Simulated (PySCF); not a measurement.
Molecule (SMILES): ClB(Cl)Cl.
Geometry (B3LYP-D3(BJ)/def2-TZVP, fixed):
```
B
Cl 1 1.7452
Cl 1 1.7452 2 120.00
Cl 1 1.7452 2 120.00 3 -180.00
```
Charge 0, spin multiplicity 1.

Basis-set convergence of the lowest singlet excitation energy at PBE with PySCF. Tamm-Dancoff approximation; the state is taken by its order, and sets in which it differs in degeneracy or brightness are left out, yet its character can still change. All functions are spherical. Density fitting with generated auxiliary sets. No added dispersion term, no relativity. Reference: the value in aug-pcseg-2, 5.046 eV, itself unsure by roughly 0.007 eV (its distance from aug-cc-pV(T+d)Z). Deviations are taken from unrounded values.

| basis | functions |
|---|---|
| STO-3G | 32 |
| 3-21G | 48 |
| 6-31G | 48 |
| 6-31G** | 68 |
| 6-31+G* | 84 |
| 6-311G** | 96 |
| 6-311+G** | 112 |
| 6-311++G(2d,2p) | 132 |
| 6-311++G(3df,3pd) | 180 |

Problem. Which is the smallest Pople set listed that can be trusted to 0.05 eV here, that is, within that of the reference together with its larger relatives (same family, alike in diffuse functions; a set with none to test it counts only in the reference's own line)?

Solution. The smallest set listed that lies within 0.05 eV of the reference with all its larger relatives (same family, alike in diffuse functions; a set with none counts only in the reference's own line) is 6-311++G(2d,2p) (132 functions, -0.017 eV off). Value minus reference: STO-3G 0.485, 3-21G 0.138, 6-31G 0.116, 6-31G** 0.094, 6-31+G* 0.080, 6-311G** 0.078, 6-311+G** 0.077, 6-311++G(2d,2p) -0.017, 6-311++G(3df,3pd) 0.001 eV.
